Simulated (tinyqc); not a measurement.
Inside a calculation. Method: Hueckel theory of the pi electrons with the omega technique, for the molecule c1c[cH+]1 (SMILES; centres numbered as the heavy atoms are written). One step of it, computed by the program tinyqc.

Problem. Omega technique, round 1. h_r = h_r(0) + omega q_r, omega = 1, with q_r = z_r - P_rr.

Hueckel matrix in units of beta (H = alpha + beta A), lower triangle:
```
          1C        2C        3C
1C  0.000000
2C  1.000000  0.000000
3C  1.000000  1.000000  0.000000
```

charge and bond-order matrix P, lower triangle:
```
          1C        2C        3C
1C  0.666667
2C  0.666667  0.666667
3C  0.666667  0.666667  0.666667
```

Centres:
```
centre  z_r, pi electrons of the neutral centre         h
1C                                            1  0.000000
2C                                            1  0.000000
3C                                            1  0.000000
```

Give: matrix after round 1.

Solution.

matrix after round 1, lower triangle:
```
        1C      2C      3C
1C  0.3333
2C  1.0000  0.3333
3C  1.0000  1.0000  0.3333
```
